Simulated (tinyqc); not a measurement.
Inside a calculation (part 1 of 2). Method: UHF in the sto-3g basis, for H2O, spin multiplicity 1. Computed by tinyqc, a small Python program that keeps every step (integrals from PySCF). Settings: charge = 0, multiplicity = 1, basis = sto-3g, energy threshold = 1e-08, iteration cap = 87, orthogonalisation = symmetric, start = Wolfsberg-Helmholz matrix, DIIS depth = 3, damping = 0.2, method = UHF, break = 0.7. Command: `OMP_NUM_THREADS=1 python tinyqc.py 27414 27415 out.jsonl` (the two numbers bound the seeds that draw the settings). One thread of a shared host (Intel(R) Xeon(R) Processor @ 2.60GHz), about 0.1 s of CPU time with the checks. Later iterations appear only in the table of the cycle.

## One-electron integrals

Geometry (angstrom):
```
atom,x,y,z
O,0.000000,0.000000,0.000000
H,0.000000,1.072000,0.750000
H,0.000000,-1.072000,0.750000
```

Basis sto-3g: exponents (1/bohr^2) and contraction coefficients of normalised primitives:
```
element,l (shell),exponent,coefficient
O,s (1),130.709320,0.154329
O,s (1),23.808861,0.535328
O,s (1),6.443608,0.444635
O,s (2),5.033151,-0.099967
O,s (2),1.169596,0.399513
O,s (2),0.380389,0.700115
O,p (3),5.033151,0.155916
O,p (3),1.169596,0.607684
O,p (3),0.380389,0.391957
H,s (1),3.425251,0.154329
H,s (1),0.623914,0.535328
H,s (1),0.168855,0.444635
```

Overlap, kinetic and nuclear-attraction integrals over the contracted functions; the nuclear repulsion is the sum of Za Zb / Rab.

nuclear repulsion = 6.71838277 hartree

overlap S, lower triangle:
```
,1O 1s,1O 2s,1O 2px,1O 2py,1O 2pz,2H 1s,3H 1s
1O 1s,1.000000
1O 2s,0.236704,1.000000
1O 2px,0.000000,0.000000,1.000000
1O 2py,0.000000,0.000000,0.000000,1.000000
1O 2pz,0.000000,0.000000,0.000000,0.000000,1.000000
2H 1s,0.023600,0.277136,0.000000,0.214615,0.150150,1.000000
3H 1s,0.023600,0.277136,0.000000,-0.214615,0.150150,0.093683,1.000000
```

kinetic energy T (hartree), lower triangle:
```
,1O 1s,1O 2s,1O 2px,1O 2py,1O 2pz,2H 1s,3H 1s
1O 1s,29.003200
1O 2s,-0.168011,0.808128
1O 2px,0.000000,0.000000,2.528731
1O 2py,0.000000,0.000000,0.000000,2.528731
1O 2pz,0.000000,0.000000,0.000000,0.000000,2.528731
2H 1s,-0.007584,0.017793,0.000000,0.072347,0.050616,0.760032
3H 1s,-0.007584,0.017793,0.000000,-0.072347,0.050616,-0.011246,0.760032
```

nuclear attraction V (hartree), lower triangle:
```
,1O 1s,1O 2s,1O 2px,1O 2py,1O 2pz,2H 1s,3H 1s
1O 1s,-61.427401
1O 2s,-7.374560,-9.859951
1O 2px,0.000000,0.000000,-9.749140
1O 2py,0.000000,0.000000,0.000000,-9.825646
1O 2pz,-0.009527,-0.119182,0.000000,0.000000,-9.786588
2H 1s,-0.751222,-1.987625,0.000000,-1.334426,-0.956269,-4.679998
3H 1s,-0.751222,-1.987625,0.000000,1.334426,-0.956269,-0.497751,-4.679998
```

core Hamiltonian H = T + V (hartree), lower triangle:
```
,1O 1s,1O 2s,1O 2px,1O 2py,1O 2pz,2H 1s,3H 1s
1O 1s,-32.424201
1O 2s,-7.542571,-9.051823
1O 2px,0.000000,0.000000,-7.220409
1O 2py,0.000000,0.000000,0.000000,-7.296915
1O 2pz,-0.009527,-0.119182,0.000000,0.000000,-7.257857
2H 1s,-0.758806,-1.969832,0.000000,-1.262079,-0.905653,-3.919966
3H 1s,-0.758806,-1.969832,0.000000,1.262079,-0.905653,-0.508997,-3.919966
```

## Two-electron integrals

Functions are numbered as in S; the eight-fold symmetry (ij|kl) = (ji|kl) = (kl|ij) leaves the list below.

Two-electron integrals (ij|kl) in chemists' order, unique and non-zero (hartree):
```
i,j,k,l,(ij|kl)
1,1,1,1,4.785065
2,1,1,1,0.741380
2,1,2,1,0.136873
2,2,1,1,1.118947
2,2,2,1,0.256633
2,2,2,2,0.817206
3,1,3,1,0.024477
3,2,3,1,0.037809
3,2,3,2,0.180518
3,3,1,1,1.115814
3,3,2,1,0.256684
3,3,2,2,0.817023
3,3,3,3,0.880159
4,1,4,1,0.024477
4,2,4,1,0.037809
4,2,4,2,0.180518
4,3,4,3,0.047444
4,4,1,1,1.115814
4,4,2,1,0.256684
4,4,2,2,0.817023
4,4,3,3,0.785270
4,4,4,4,0.880159
5,1,5,1,0.024477
5,2,5,1,0.037809
5,2,5,2,0.180518
5,3,5,3,0.047444
5,4,5,4,0.047444
5,5,1,1,1.115814
5,5,2,1,0.256684
5,5,2,2,0.817023
5,5,3,3,0.785270
5,5,4,4,0.785270
5,5,5,5,0.880159
6,1,1,1,0.074682
6,1,2,1,0.013689
6,1,2,2,0.025562
6,1,3,3,0.025516
6,1,4,1,0.000490
6,1,4,2,0.000932
6,1,4,4,0.025613
6,1,5,1,0.000343
6,1,5,2,0.000652
6,1,5,4,0.000068
6,1,5,5,0.025563
6,1,6,1,0.001385
6,2,1,1,0.212157
6,2,2,1,0.049404
6,2,2,2,0.178153
6,2,3,3,0.174957
6,2,4,1,0.003005
6,2,4,2,0.024653
6,2,4,4,0.181273
6,2,5,1,0.002103
6,2,5,2,0.017248
6,2,5,4,0.004419
6,2,5,5,0.178048
6,2,6,1,0.005045
6,2,6,2,0.051411
6,3,3,1,0.004781
6,3,3,2,0.029218
6,3,4,3,0.004895
6,3,5,3,0.003424
6,3,6,3,0.006742
6,4,1,1,0.136166
6,4,2,1,0.032081
6,4,2,2,0.123609
6,4,3,3,0.118263
6,4,4,1,0.006457
6,4,4,2,0.045030
6,4,4,4,0.132151
6,4,5,1,0.001173
6,4,5,2,0.011062
6,4,5,4,0.006292
6,4,5,5,0.120269
6,4,6,1,0.003394
6,4,6,2,0.043451
6,4,6,4,0.043088
6,5,1,1,0.095266
6,5,2,1,0.022445
6,5,2,2,0.086480
6,5,3,3,0.082740
6,5,4,1,0.001173
6,5,4,2,0.011062
6,5,4,4,0.085608
6,5,5,1,0.005601
6,5,5,2,0.036958
6,5,5,4,0.006901
6,5,5,5,0.090992
6,5,6,1,0.002374
6,5,6,2,0.030400
6,5,6,4,0.025429
6,5,6,5,0.024533
6,6,1,1,0.400686
6,6,2,1,0.094758
6,6,2,2,0.394014
6,6,3,3,0.380109
6,6,4,1,0.006375
6,6,4,2,0.074438
6,6,4,4,0.407840
6,6,5,1,0.004460
6,6,5,2,0.052079
6,6,5,4,0.019401
6,6,5,5,0.393682
6,6,6,1,0.009716
6,6,6,2,0.154434
6,6,6,4,0.149394
6,6,6,5,0.104520
6,6,6,6,0.774606
7,1,1,1,0.074682
7,1,2,1,0.013689
7,1,2,2,0.025562
7,1,3,3,0.025516
7,1,4,1,-0.000490
7,1,4,2,-0.000932
7,1,4,4,0.025613
7,1,5,1,0.000343
7,1,5,2,0.000652
7,1,5,4,-0.000068
7,1,5,5,0.025563
7,1,6,1,0.001364
7,1,6,2,0.004882
7,1,6,4,0.003054
7,1,6,5,0.002301
7,1,6,6,0.009356
7,1,7,1,0.001385
7,2,1,1,0.212157
7,2,2,1,0.049404
7,2,2,2,0.178153
7,2,3,3,0.174957
7,2,4,1,-0.003005
7,2,4,2,-0.024653
7,2,4,4,0.181273
7,2,5,1,0.002103
7,2,5,2,0.017248
7,2,5,4,-0.004419
7,2,5,5,0.178048
7,2,6,1,0.004882
7,2,6,2,0.039181
7,2,6,4,0.023412
7,2,6,5,0.022443
7,2,6,6,0.092280
7,2,7,1,0.005045
7,2,7,2,0.051411
7,3,3,1,0.004781
7,3,3,2,0.029218
7,3,4,3,-0.004895
7,3,5,3,0.003424
7,3,6,3,0.004899
7,3,7,3,0.006742
7,4,1,1,-0.136166
7,4,2,1,-0.032081
7,4,2,2,-0.123609
7,4,3,3,-0.118263
7,4,4,1,0.006457
7,4,4,2,0.045030
7,4,4,4,-0.132151
7,4,5,1,-0.001173
7,4,5,2,-0.011062
7,4,5,4,0.006292
7,4,5,5,-0.120269
7,4,6,1,-0.003054
7,4,6,2,-0.023412
7,4,6,4,-0.009543
7,4,6,5,-0.013207
7,4,6,6,-0.052636
7,4,7,1,-0.003394
7,4,7,2,-0.043451
7,4,7,4,0.043088
7,5,1,1,0.095266
7,5,2,1,0.022445
7,5,2,2,0.086480
7,5,3,3,0.082740
7,5,4,1,-0.001173
7,5,4,2,-0.011062
7,5,4,4,0.085608
7,5,5,1,0.005601
7,5,5,2,0.036958
7,5,5,4,-0.006901
7,5,5,5,0.090992
7,5,6,1,0.002301
7,5,6,2,0.022443
7,5,6,4,0.013207
7,5,6,5,0.017565
7,5,6,6,0.057133
7,5,7,1,0.002374
7,5,7,2,0.030400
7,5,7,4,-0.025429
7,5,7,5,0.024533
7,6,1,1,0.049845
7,6,2,1,0.011719
7,6,2,2,0.046114
7,6,3,3,0.045078
7,6,4,4,0.046015
7,6,5,1,0.000774
7,6,5,2,0.007693
7,6,5,5,0.047199
7,6,6,1,0.001183
7,6,6,2,0.013176
7,6,6,4,0.009812
7,6,6,5,0.008814
7,6,6,6,0.042275
7,6,7,1,0.001183
7,6,7,2,0.013176
7,6,7,4,-0.009812
7,6,7,5,0.008814
7,6,7,6,0.004426
7,7,1,1,0.400686
7,7,2,1,0.094758
7,7,2,2,0.394014
7,7,3,3,0.380109
7,7,4,1,-0.006375
7,7,4,2,-0.074438
7,7,4,4,0.407840
7,7,5,1,0.004460
7,7,5,2,0.052079
7,7,5,4,-0.019401
7,7,5,5,0.393682
7,7,6,1,0.009356
7,7,6,2,0.092280
7,7,6,4,0.052636
7,7,6,5,0.057133
7,7,6,6,0.246334
7,7,7,1,0.009716
7,7,7,2,0.154434
7,7,7,4,-0.149394
7,7,7,5,0.104520
7,7,7,6,0.042275
7,7,7,7,0.774606
```

## Orthogonalisation

S = U s U^T; symmetric (Loewdin) form X = U s^(-1/2) U^T, so that X^T S X = 1.

eigenvalues of S: 0.553647  0.646054  0.894230  1.000000  1.097616  1.260263  1.548190

X, lower triangle:
```
,1O 1s,1O 2s,1O 2px,1O 2py,1O 2pz,2H 1s,3H 1s
1O 1s,1.022924
1O 2s,-0.130304,1.087103
1O 2px,0.000000,0.000000,1.000000
1O 2py,0.000000,0.000000,0.000000,1.040506
1O 2pz,-0.004006,0.034430,0.000000,0.000000,1.018186
2H 1s,0.014620,-0.150163,0.000000,-0.123467,-0.079647,1.062907
3H 1s,0.014620,-0.150163,0.000000,0.123467,-0.079647,-0.031495,1.062907
```

## Starting guess

The start is the generalised Wolfsberg-Helmholz matrix (K = 1.75) built on H, with HOMO and LUMO mixed by +/-0.7 rad for the two spins; D(s) = C_occ C_occ^T for each spin.

D(alpha) at the start, lower triangle:
```
,1O 1s,1O 2s,1O 2px,1O 2py,1O 2pz,2H 1s,3H 1s
1O 1s,1.041983
1O 2s,-0.179072,0.782924
1O 2px,0.000000,0.000000,0.584984
1O 2py,0.000000,0.000000,-0.248569,0.964263
1O 2pz,0.030802,-0.113847,0.000000,0.000000,0.954459
2H 1s,-0.056429,0.166733,0.380286,-0.035822,0.054787,0.308155
3H 1s,-0.056429,0.166733,-0.380286,0.035822,0.054787,-0.223122,0.308155
```

D(beta) at the start, lower triangle:
```
,1O 1s,1O 2s,1O 2px,1O 2py,1O 2pz,2H 1s,3H 1s
1O 1s,1.041983
1O 2s,-0.179072,0.782924
1O 2px,0.000000,0.000000,0.584984
1O 2py,0.000000,0.000000,0.248569,0.964263
1O 2pz,0.030802,-0.113847,0.000000,0.000000,0.954459
2H 1s,-0.056429,0.166733,-0.380286,-0.035822,0.054787,0.308155
3H 1s,-0.056429,0.166733,0.380286,0.035822,0.054787,-0.223122,0.308155
```

## Iteration 1: building the Fock matrix

J_ij = sum D_kl (ij|kl) with D = D(alpha) + D(beta), K_ij = sum D_kl (ik|jl) for each spin; F = H + J - K(s); E = tr D H + tr D J / 2 - 0.5 sum_s tr D(s) K(s) + E_nn.

Coulomb J (hartree), lower triangle:
```
,1O 1s,1O 2s,1O 2px,1O 2py,1O 2pz,2H 1s,3H 1s
1O 1s,17.481727
1O 2s,3.300846,8.191899
1O 2px,0.000000,0.000000,8.116501
1O 2py,0.000000,0.000000,0.000000,8.227482
1O 2pz,-0.004626,0.015520,0.000000,0.000000,8.208602
2H 1s,0.330446,1.772739,0.000000,1.232071,0.866964,4.101895
3H 1s,0.330446,1.772739,0.000000,-1.232071,0.866964,0.462111,4.101895
```

exchange K(alpha) (hartree), lower triangle:
```
,1O 1s,1O 2s,1O 2px,1O 2py,1O 2pz,2H 1s,3H 1s
1O 1s,4.881404
1O 2s,0.843671,1.264596
1O 2px,0.000000,0.000000,0.779633
1O 2py,0.000000,0.000000,-0.113317,1.116871
1O 2pz,0.002270,-0.041507,0.000000,0.000000,1.116493
2H 1s,0.085713,0.337835,0.097495,0.209089,0.148525,0.380297
3H 1s,0.085713,0.337835,-0.097495,-0.209089,0.148525,0.050185,0.380297
```

exchange K(beta) (hartree), lower triangle:
```
,1O 1s,1O 2s,1O 2px,1O 2py,1O 2pz,2H 1s,3H 1s
1O 1s,4.881404
1O 2s,0.843671,1.264596
1O 2px,0.000000,0.000000,0.779633
1O 2py,0.000000,0.000000,0.113317,1.116871
1O 2pz,0.002270,-0.041507,0.000000,0.000000,1.116493
2H 1s,0.085713,0.337835,-0.097495,0.209089,0.148525,0.380297
3H 1s,0.085713,0.337835,0.097495,-0.209089,0.148525,0.050185,0.380297
```

F(alpha) (hartree), lower triangle:
```
,1O 1s,1O 2s,1O 2px,1O 2py,1O 2pz,2H 1s,3H 1s
1O 1s,-19.823877
1O 2s,-5.085396,-2.124520
1O 2px,0.000000,0.000000,0.116459
1O 2py,0.000000,0.000000,0.113317,-0.186304
1O 2pz,-0.016423,-0.062156,0.000000,0.000000,-0.165747
2H 1s,-0.514073,-0.534928,-0.097495,-0.239096,-0.187214,-0.198368
3H 1s,-0.514073,-0.534928,0.097495,0.239096,-0.187214,-0.097071,-0.198368
```

F(beta) (hartree), lower triangle:
```
,1O 1s,1O 2s,1O 2px,1O 2py,1O 2pz,2H 1s,3H 1s
1O 1s,-19.823877
1O 2s,-5.085396,-2.124520
1O 2px,0.000000,0.000000,0.116459
1O 2py,0.000000,0.000000,-0.113317,-0.186304
1O 2pz,-0.016423,-0.062156,0.000000,0.000000,-0.165747
2H 1s,-0.514073,-0.534928,0.097495,-0.239096,-0.187214,-0.198368
3H 1s,-0.514073,-0.534928,-0.097495,0.239096,-0.187214,-0.097071,-0.198368
```

total energy of this density = -74.24809230 hartree

This density is the starting one.

## Iteration 1: diagonalisation and new density

Diagonalise F' = X^T F X, C = X C', fill 5 alpha and 5 beta electrons from the bottom; D(s) = C_occ C_occ^T; the new density keeps 0.2 of the old one (damping). Each column has its largest component positive (the first on a tie).

F' = X^T F X (alpha) (hartree), lower triangle:
```
,1,2,3,4,5,6,7
1,-19.450267
2,-2.675307,-1.111697
3,0.000000,0.000000,0.116459
4,0.000000,0.000000,0.141982,-0.081925
5,-0.031997,0.020674,0.000000,0.000000,-0.115297
6,-0.018209,-0.307709,-0.120690,-0.241935,-0.173790,-0.007394
7,-0.018209,-0.307709,0.120690,0.241935,-0.173790,-0.009618,-0.007394
```

orbital energies (alpha) (hartree): MO1 -19.833009, MO2 -0.937870, MO3 -0.384680, MO4 -0.235430, MO5 -0.030326, MO6 0.312037, MO7 0.451765

coefficients C (alpha):
```
,MO1,MO2,MO3,MO4,MO5,MO6,MO7
1O 1s,0.994250,-0.237430,0.000000,0.083113,0.000000,0.109461,0.000000
1O 2s,0.024016,0.885484,0.000000,-0.379719,0.000000,-0.562324,0.000000
1O 2px,0.000000,0.000000,0.015678,0.000000,0.833725,0.000000,0.551957
1O 2py,0.000000,0.000000,0.659442,0.000000,-0.463221,0.000000,0.680958
1O 2pz,0.001952,0.087752,0.000000,0.830189,0.000000,-0.594705,0.000000
2H 1s,-0.003686,0.179089,0.423522,0.263680,0.358417,0.677789,-0.553415
3H 1s,-0.003686,0.179089,-0.423522,0.263680,-0.358417,0.677789,0.553415
```

F' = X^T F X (beta) (hartree), lower triangle:
```
,1,2,3,4,5,6,7
1,-19.450267
2,-2.675307,-1.111697
3,0.000000,0.000000,0.116459
4,0.000000,0.000000,-0.141982,-0.081925
5,-0.031997,0.020674,0.000000,0.000000,-0.115297
6,-0.018209,-0.307709,0.120690,-0.241935,-0.173790,-0.007394
7,-0.018209,-0.307709,-0.120690,0.241935,-0.173790,-0.009618,-0.007394
```

orbital energies (beta) (hartree): MO1 -19.833009, MO2 -0.937870, MO3 -0.384680, MO4 -0.235430, MO5 -0.030326, MO6 0.312037, MO7 0.451765

coefficients C (beta):
```
,MO1,MO2,MO3,MO4,MO5,MO6,MO7
1O 1s,0.994250,-0.237430,0.000000,0.083113,0.000000,0.109461,0.000000
1O 2s,0.024016,0.885484,0.000000,-0.379719,0.000000,-0.562324,0.000000
1O 2px,0.000000,0.000000,-0.015678,0.000000,0.833725,0.000000,-0.551957
1O 2py,0.000000,0.000000,0.659442,0.000000,0.463221,0.000000,0.680958
1O 2pz,0.001952,0.087752,0.000000,0.830189,0.000000,-0.594705,0.000000
2H 1s,-0.003686,0.179089,0.423522,0.263680,-0.358417,0.677789,-0.553415
3H 1s,-0.003686,0.179089,-0.423522,0.263680,0.358417,0.677789,0.553415
```

D(alpha) after iteration 1, lower triangle:
```
,1O 1s,1O 2s,1O 2px,1O 2py,1O 2pz,2H 1s,3H 1s
1O 1s,1.049848
1O 2s,-0.210152,0.899662
1O 2px,0.000000,0.000000,0.673271
1O 2py,0.000000,0.000000,-0.350402,0.712402
1O 2pz,0.046245,-0.212761,0.000000,0.000000,0.748426
2H 1s,-0.030702,0.080041,0.320426,0.083445,0.198647,0.389189
3H 1s,-0.030702,0.080041,-0.320426,-0.083445,0.198647,-0.209600,0.389189
```

D(beta) after iteration 1, lower triangle:
```
,1O 1s,1O 2s,1O 2px,1O 2py,1O 2pz,2H 1s,3H 1s
1O 1s,1.049848
1O 2s,-0.210152,0.899662
1O 2px,0.000000,0.000000,0.673271
1O 2py,0.000000,0.000000,0.350402,0.712402
1O 2pz,0.046245,-0.212761,0.000000,0.000000,0.748426
2H 1s,-0.030702,0.080041,-0.320426,0.083445,0.198647,0.389189
3H 1s,-0.030702,0.080041,0.320426,-0.083445,0.198647,-0.209600,0.389189
```

## Iteration 2: building the Fock matrix

As before.

Coulomb J (hartree), lower triangle:
```
,1O 1s,1O 2s,1O 2px,1O 2py,1O 2pz,2H 1s,3H 1s
1O 1s,17.141619
1O 2s,3.222009,7.993823
1O 2px,0.000000,0.000000,7.946791
1O 2py,0.000000,0.000000,0.000000,8.014450
1O 2pz,-0.010408,0.004990,0.000000,0.000000,7.996828
2H 1s,0.322482,1.743659,0.000000,1.217628,0.857068,4.141100
3H 1s,0.322482,1.743659,0.000000,-1.217628,0.857068,0.459093,4.141100
```

exchange K(alpha) (hartree), lower triangle:
```
,1O 1s,1O 2s,1O 2px,1O 2py,1O 2pz,2H 1s,3H 1s
1O 1s,4.883519
1O 2s,0.827760,1.252782
1O 2px,0.000000,0.000000,0.850422
1O 2py,0.000000,0.000000,-0.212859,0.966963
1O 2pz,0.001375,-0.081263,0.000000,0.000000,0.994170
2H 1s,0.086561,0.329592,0.064788,0.232757,0.183461,0.466419
3H 1s,0.086561,0.329592,-0.064788,-0.232757,0.183461,0.050573,0.466419
```

exchange K(beta) (hartree), lower triangle:
```
,1O 1s,1O 2s,1O 2px,1O 2py,1O 2pz,2H 1s,3H 1s
1O 1s,4.883519
1O 2s,0.827760,1.252782
1O 2px,0.000000,0.000000,0.850422
1O 2py,0.000000,0.000000,0.212859,0.966963
1O 2pz,0.001375,-0.081263,0.000000,0.000000,0.994170
2H 1s,0.086561,0.329592,-0.064788,0.232757,0.183461,0.466419
3H 1s,0.086561,0.329592,0.064788,-0.232757,0.183461,0.050573,0.466419
```

F(alpha) (hartree), lower triangle:
```
,1O 1s,1O 2s,1O 2px,1O 2py,1O 2pz,2H 1s,3H 1s
1O 1s,-20.166100
1O 2s,-5.148321,-2.310783
1O 2px,0.000000,0.000000,-0.124040
1O 2py,0.000000,0.000000,0.212859,-0.249428
1O 2pz,-0.021309,-0.032929,0.000000,0.000000,-0.255199
2H 1s,-0.522884,-0.555765,-0.064788,-0.277208,-0.232045,-0.245285
3H 1s,-0.522884,-0.555765,0.064788,0.277208,-0.232045,-0.100477,-0.245285
```

F(beta) (hartree), lower triangle:
```
,1O 1s,1O 2s,1O 2px,1O 2py,1O 2pz,2H 1s,3H 1s
1O 1s,-20.166100
1O 2s,-5.148321,-2.310783
1O 2px,0.000000,0.000000,-0.124040
1O 2py,0.000000,0.000000,-0.212859,-0.249428
1O 2pz,-0.021309,-0.032929,0.000000,0.000000,-0.255199
2H 1s,-0.522884,-0.555765,0.064788,-0.277208,-0.232045,-0.245285
3H 1s,-0.522884,-0.555765,-0.064788,0.277208,-0.232045,-0.100477,-0.245285
```

total energy of this density = -74.55170132 hartree

This density is a damped mixture and is not idempotent.

## Iteration 2: DIIS over 2 matrices

error matrix X^T (FDS - SDF) X (alpha):
```
,1,2,3,4,5,6,7
1,0.000000,-0.022821,0.000000,0.000000,-0.020219,0.038275,0.038275
2,0.022821,0.000000,0.000000,0.000000,0.051184,-0.038064,-0.038064
3,0.000000,0.000000,0.000000,0.114994,0.000000,-0.037766,0.037766
4,0.000000,0.000000,-0.114994,0.000000,0.000000,0.058466,-0.058466
5,0.020219,-0.051184,0.000000,0.000000,0.000000,0.038346,0.038346
6,-0.038275,0.038064,0.037766,-0.058466,-0.038346,0.000000,0.000000
7,-0.038275,0.038064,-0.037766,0.058466,-0.038346,0.000000,0.000000
```

B (overlaps of the stored error matrices):
```
,1,2
1,5.1138852e-01,2.2220830e-01
2,2.2220830e-01,1.4092213e-01
```

Minimise |sum c_i e_i|^2 with sum c_i = 1: solve [B -1; -1 0][c; lambda] = [0; -1] with B_ij = tr e_i^T e_j summed over both spins, and take F = sum c_i F_i.

DIIS coefficients: -0.390998  1.390998

extrapolated F(alpha) (hartree), lower triangle:
```
,1O 1s,1O 2s,1O 2px,1O 2py,1O 2pz,2H 1s,3H 1s
1O 1s,-20.299908
1O 2s,-5.172925,-2.383611
1O 2px,0.000000,0.000000,-0.218075
1O 2py,0.000000,0.000000,0.251780,-0.274109
1O 2pz,-0.023220,-0.021502,0.000000,0.000000,-0.290174
2H 1s,-0.526330,-0.563912,-0.052000,-0.292110,-0.249574,-0.263629
3H 1s,-0.526330,-0.563912,0.052000,0.292110,-0.249574,-0.101809,-0.263629
```

extrapolated F(beta) (hartree), lower triangle:
```
,1O 1s,1O 2s,1O 2px,1O 2py,1O 2pz,2H 1s,3H 1s
1O 1s,-20.299908
1O 2s,-5.172925,-2.383611
1O 2px,0.000000,0.000000,-0.218075
1O 2py,0.000000,0.000000,-0.251780,-0.274109
1O 2pz,-0.023220,-0.021502,0.000000,0.000000,-0.290174
2H 1s,-0.526330,-0.563912,0.052000,-0.292110,-0.249574,-0.263629
3H 1s,-0.526330,-0.563912,-0.052000,0.292110,-0.249574,-0.101809,-0.263629
```
